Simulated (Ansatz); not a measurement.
The input, for Ansatz 0.2.0:

```yaml
crystal:
  periodic: [false, false, false]
  atoms:
    - {symbol: Al, position_ang: [-1.251110, 0.000000, 0.000000]}
    - {symbol: H, position_ang: [-2.044034, 1.373384, 0.000000]}
    - {symbol: H, position_ang: [-2.044034, -1.373384, 0.000000]}
    - {symbol: H, position_ang: [0.844890, 0.000000, 0.000000]}
    - {symbol: F, position_ang: [1.948890, 0.000000, 0.000000]}
basis:
  gaussian: {orbitals: 6-31G}
magnetization: {spin_polarized: true, initial_magnetization: 1}
correlation: {method: ccsd_t, electrons: valence}
```

```sh
$ ansatz run in.yaml --threads 1 --pin off --events-out ev --progress --plain --max-ram 2393MiB
```

The program prints:

```
309 factors; integrals over basis functions are off by at most 3.2e-4 eV
mean field evaluation 1: about -9330.1422 eV, gradient 1.9e1 eV
mean field evaluation 2: about -9330.1463 eV, gradient 1.9e1 eV
mean field evaluation 4: about -9331.9826 eV, gradient 1.9e0 eV
mean field evaluation 8: about -9332.0533 eV, gradient 1.7e-1 eV
mean field evaluation 16: about -9331.5209 eV, gradient 1.2e1 eV
mean field evaluation 32: about -9329.4176 eV, gradient 4.3e-2 eV
mean field evaluation 64: about -9329.3870 eV, gradient 8.5e-1 eV
mean field evaluation 96: about -9327.9694 eV, gradient 1.6e-2 eV
mean field -9332.05429773 eV, -342.9466699481 hartree, gradient 1.9e-6 eV, S^2 0.765596; 1 other end points of the search recorded, 0 dependent functions left out
determinant -9332.05429773 eV, -342.9466699481 hartree, with singles and doubles -9337.05415263 eV, -343.1304112264 hartree
determinant -9329.41777249 eV, -342.8497794326 hartree, with singles and doubles -9334.84998079 eV, -343.0494094055 hartree
6 core orbitals not correlated: weight in the atoms' cores, before any rotation towards them, 1.000 or more for the frozen orbitals, at most 0.000 for the correlated occupied ones
reference -9332.05429773 eV, -342.9466699481 hartree; 7, 6 occupied and 15, 16 virtual orbitals, 309 factors
second order -4.52411324 eV of doubles, -0.00000000 eV of singles
cycle   1  -5.00009146 eV  change   -2.4e-4 eV  update   6.7e-4
cycle   2  -5.00011572 eV  change   -2.4e-5 eV  update   4.2e-4
cycle   3  -5.00013504 eV  change   -1.9e-5 eV  update   2.6e-4
cycle   4  -5.00016400 eV  change   -2.9e-5 eV  update   6.0e-5
cycle   5  -5.00023109 eV  change   -6.7e-5 eV  update   2.8e-5
cycle   6  -5.00025976 eV  change   -2.9e-5 eV  update   8.1e-6
cycle   7  -5.00026343 eV  change   -3.7e-6 eV  update   3.5e-6
perturbative correction -0.04932245 eV, -0.0018125667 hartree
Total energy: -9337.10388362 eV, -343.1322388066 hartree
```

Ran on 1 thread of Arm Neoverse V1, shared host: 0.78 s wall, 0.19 GiB peak host memory.
